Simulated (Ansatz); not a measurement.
Geometry optimisation, RKS PBE/def2-SVP in Ansatz.

Input:

```yaml
crystal:
  periodic: [false, false, false]
  atoms:
    - { symbol: C, position_ang: [-0.58103, 0.81958, -0.48634] }
    - { symbol: Si, position_ang: [0.8817, -0.39406, -0.27911] }
    - { symbol: O, position_ang: [0.05038, -1.67075, 0.58434] }
    - { symbol: H, position_ang: [-1.28534, 0.46186, -1.24265] }
    - { symbol: H, position_ang: [-0.19543, 1.78085, -0.84509] }
    - { symbol: H, position_ang: [-1.15965, 1.01514, 0.42558] }
    - { symbol: H, position_ang: [1.60407, 0.27355, 0.90613] }
    - { symbol: H, position_ang: [0.68531, -2.28616, 0.93714] }
total_charge: -1
basis:
  gaussian: { orbitals: def2-SVP }
hamiltonian:
  xc: pbe
relax:
  f_tol: 0.02
  max_steps: 50
output:
  orbitals: {}
```

Run as:

```bash
$ ansatz run input.yaml --threads 1 --pin off --max-ram 2048MiB --backend cpu --events-out ev --progress --plain --runs-dir out
```

Problem. Where does it end, and by what steps?

Solution. The forces met the threshold. Limits of this set-up: an anion without diffuse functions. After 6 steps the energy has fallen by 0.245 eV; H8 moved furthest, 0.53 Å.

| step | energy less start (eV) | largest force component (eV/Å) | accepted |
| --- | --- | --- | --- |
| 0 | 0.0000 | 1.414 | yes |
| 1 | -0.1370 | 1.143 | yes |
| 2 | -0.1592 | 1.686 | yes |
| 3 | -0.1927 | 1.572 | yes |
| 4 | -0.2340 | 0.731 | yes |
| 5 | -0.2446 | 0.042 | yes |
| 6 | -0.2449 | 0.018 | yes |

```xyz
8
Properties=species:S:1:pos:R:3
C -0.557 0.786 -0.493
Si 0.980 -0.426 -0.177
O 0.188 -1.591 0.940
H -1.269 0.374 -1.247
H -0.207 1.770 -0.885
H -1.145 0.985 0.435
H 1.615 0.548 0.899
H 0.395 -2.446 0.527
```

Whether the end is a true minimum wasn't checked by a vibrational analysis.

The run took 20 s on 1 thread of AMD EPYC (Zen 3), on a shared host, peak memory 0.14 GiB.
